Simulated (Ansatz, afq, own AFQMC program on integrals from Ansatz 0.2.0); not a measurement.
# Where AFQMC and coupled cluster stand for H₂O⁻, doublet

```tsv
atom	x (Å)	y (Å)	z (Å)
O	0.0000	-0.0691	0.0000
H	0.0000	0.5483	0.7576
H	0.0000	0.5483	-0.7576
```

Basis aug-cc-pVDZ. Noble-gas cores (and the filled d shells of Ga–Kr and In–Xe) are frozen. Integrals, coupled cluster, full CI and functionals: Ansatz 0.2.0; the random walks run on the same integrals in our own AFQMC program. The CISD trial takes its coefficients from CCSD amplitudes. Released means that phaseless walkers are propagated on without the constraint, phases kept. Free projection: walkers drawn from exp(T), propagated without any constraint. Its projection time is finite, and what remains of the start isn't in its error. Uncertainties: one standard error, sampling alone.

Determinant: UHF, the one that the program's search chose, which needn't be the lowest solution. The geometry is a PBE0/def2-TZVPD stationary point of this or a neighbouring charge and spin state.

No full CI on the walks' own integrals is used here; CCSDT(Q) serves as the reference and is uncertain by about the last step of the cluster series.

Cautions: at this level and basis the anion state lies above a neutral one.

The T1 diagnostic is 0.0189, the weight of the determinant in the CISD state is 0.927 and the ⟨S²⟩ of the determinant is 0.750. The size of the correlated space is 9 electrons in 40 orbitals.

Reference: CCSDT(Q), correlation energy -6.604 eV. The released energy is read at 2.40 1/Eh (meV from the phaseless value at times in 1/Eh: 5 ± 3 at 0.24, 7 ± 3 at 0.51, 7.9 ± 1.6 at 0.99, 3.9 ± 1.8 at 1.62, 6 ± 4 at 2.40).

```csv
level,E − E(reference) (meV),share of correlation (%)
HF,6604.3,0.00
MP2,406.1,93.85
CCSD,193.3,97.07
CCSD(T),23.7,99.64
CCSDT,15.7,99.76
ph-AFQMC/HF,-31.6 ± 23.4,100.48
ph-AFQMC/CISD,-5.6 ± 4.8,100.09
released AFQMC,-0.1 ± 3.7,100.00
free AFQMC,3.5 ± 5.8,99.95
```

Free projections are given only where their last times agree within the noise and don't stop above the reference; a slow remainder of the start can still hide under it. A walk keeps the symmetry of its determinant, which the program's search chose and which needn't be the lowest solution, so a lower state of the same spin and another symmetry isn't excluded. Released energies are given only where the last usable release times agree within the noise; a slower fall can still hide under it.
